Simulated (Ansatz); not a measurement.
# CH5S+ (SMILES C[SH2+]): single points off equilibrium

How do the functionals fare away from a minimum? The structure is a structure displaced at random from a GFN2-xTB minimum.

Method: single points in def2-TZVPP; program: Ansatz 0.2.0, Gaussian basis.

Cores are frozen in the correlated methods.

**1. Starting geometry**

SMILES `C[SH2+]`, 7 atoms, charge 1, spin multiplicity 1.

Atoms are counted from 1 here; the program's logs count them from 0.

Bond lengths: C1–S2 1.959 Å, C1–H3 1.050 Å, C1–H4 1.123 Å, C1–H5 1.068 Å, S2–H6 1.294 Å, S2–H7 1.378 Å. Angles: S2–C1–H3 101.9°, S2–C1–H4 104.3°, S2–C1–H5 107.1°, H3–C1–H4 117.7°, H3–C1–H5 114.4°, H4–C1–H5 110.0°, C1–S2–H6 98.5°, C1–S2–H7 92.9°, H6–S2–H7 93.3°.

Coordinates:

```
C    -0.5417   -0.4684   -0.3912
S     0.5906    0.2521    1.0365
H    -1.4961   -0.4181    0.0433
H    -0.1149   -1.4862   -0.5974
H    -0.4112    0.1616   -1.2442
H     0.2552    1.4979    0.9378
H     1.6765    0.3954    0.2001
```

**2. CCSD(T)/def2-TZVPP**

run/in.yaml reads:

```yaml
crystal:
  periodic: [false, false, false]
  atoms:
    - {symbol: C, position_ang: [-0.541700, -0.468400, -0.391200]}
    - {symbol: S, position_ang: [0.590600, 0.252100, 1.036500]}
    - {symbol: H, position_ang: [-1.496100, -0.418100, 0.043300]}
    - {symbol: H, position_ang: [-0.114900, -1.486200, -0.597400]}
    - {symbol: H, position_ang: [-0.411200, 0.161600, -1.244200]}
    - {symbol: H, position_ang: [0.255200, 1.497900, 0.937800]}
    - {symbol: H, position_ang: [1.676500, 0.395400, 0.200100]}
basis:
  gaussian: {orbitals: def2-TZVPP}
total_charge: 1
correlation: {method: ccsd_t}
output: {forces: true}
```

The command line of these runs was not kept.

**3. PBE0-D4/def2-TZVPP**

run/in.yaml, as its differences from that of step 2:

```diff
@@ -13,3 +13,3 @@
 total_charge: 1
-correlation: {method: ccsd_t}
-output: {forces: true}
+hamiltonian: {xc: pbe0, dispersion: d4}
+output: {forces: true, orbitals: {seedname: orbitals}}
```

**4. wB97M-V/def2-TZVPP**

run/in.yaml, as its differences from that of step 3:

```diff
@@ -13,3 +13,3 @@
 total_charge: 1
-hamiltonian: {xc: pbe0, dispersion: d4}
-output: {forces: true, orbitals: {seedname: orbitals}}
+hamiltonian: {xc: {name: wB97M-V}}
+output: {forces: true}
```

**5. r2SCAN-D4/def2-TZVPP**

run/in.yaml, as its differences from that of step 4:

```diff
@@ -13,3 +13,3 @@
 total_charge: 1
-hamiltonian: {xc: {name: wB97M-V}}
+hamiltonian: {xc: r2scan, dispersion: d4}
 output: {forces: true}
```

**6. PBE-D4/def2-TZVPP**

run/in.yaml, as its differences from that of step 5:

```diff
@@ -13,3 +13,3 @@
 total_charge: 1
-hamiltonian: {xc: r2scan, dispersion: d4}
+hamiltonian: {xc: pbe, dispersion: d4}
 output: {forces: true}
```

**7. r2SCANh-D4/def2-TZVPP**

run/in.yaml, as its differences from that of step 6:

```diff
@@ -13,3 +13,3 @@
 total_charge: 1
-hamiltonian: {xc: pbe, dispersion: d4}
+hamiltonian: {xc: {name: r2SCANh}, dispersion: d4}
 output: {forces: true}
```

**8. HSE06-D4/def2-TZVPP**

run/in.yaml, as its differences from that of step 7:

```diff
@@ -13,3 +13,3 @@
 total_charge: 1
-hamiltonian: {xc: {name: r2SCANh}, dispersion: d4}
+hamiltonian: {xc: hse06, dispersion: d4}
 output: {forces: true}
```

(Steps that only read results are left out.)

Before running it: what results should come out? Wanted: energy less free atoms, CCSD(T)/def2-TZVPP; RMS force component; RMS force error; HOMO and LUMO, PBE0-D4; T1 diagnostic.

The runs gave:

| quantity | value |
| --- | --- |
| energy less free atoms, CCSD(T)/def2-TZVPP | -14.576 eV |
| RMS force component | 0.991 to 1.049 eV/Å over the methods |
| RMS force error | PBE0-D4 0.087, wB97M-V 0.046, r2SCAN-D4 0.069, PBE-D4 0.208, r2SCANh-D4 0.049, HSE06-D4 0.086 eV/Å |
| HOMO and LUMO, PBE0-D4 | -16.48 and -6.90 eV |
| T1 diagnostic | 0.011 |

What this shows: Against CCSD(T) the functionals' energies less atoms differ by -0.711 to -0.404 eV, PBE-D4 by -0.711 eV. The reference is not at the basis limit: in triple zeta CCSD(T) underbinds, which counts against methods that bind more; the gaps are no ranking. The forces of wB97M-V come nearest to CCSD(T), those of PBE-D4 are farthest. Frozen-core CCSD(T) forces in triple zeta carry basis errors of their own, and this is one geometry, so small gaps rank nothing.
